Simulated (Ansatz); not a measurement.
## Structure optimisation: bismuth, A7 rhombohedral

Method: DFT, r2SCAN, plane waves (500 eV) with PAW, scalar-relativistic in Ansatz. The PAW files were generated under PBE, with cores re-solved for the functional.

k-point mesh 9×9×9, Fermi-Dirac smearing 0.1 eV, no spin polarisation. Cell and atoms relax.

Starting structure:

```yaml
crystal:
  lattice:
    - [2.2731662949, 1.3124131722, 3.9539659786]
    - [-2.2731662949, 1.3124131722, 3.9539659786]
    - [0.0, -2.6248263445, 3.9539659786]
  atoms:
    - { symbol: Bi, position: [0.237, 0.237, 0.237] }
    - { symbol: Bi, position: [0.763, 0.763, 0.763] }
hamiltonian:
  xc: r2scan
  pseudopotentials:
    kind: paw
    azcp:
      Bi: "pseudopotentials/Bi.paw.azcp"
basis:
  ecutwfc: 500
  fft_grid_basis: typed
kpoints:
  mp_grid: { grid: [9, 9, 9], shift: [0, 0, 0] }
magnetization:
  spin_polarized: false
scf:
  occupations: { method: fermi_dirac, width: 0.1 }
relax:
  max_steps: 60
  f_tol: 0.01
  cell: {}
```

What cell does the relaxation end in?

R-3m with a = 4.535 Å, c = 12.350 Å (c/a = 2.724); 36.65 Å³ per atom against 35.39 at the start (3.6 %).

How much energy does the relaxation gain?

10.5 meV per atom.
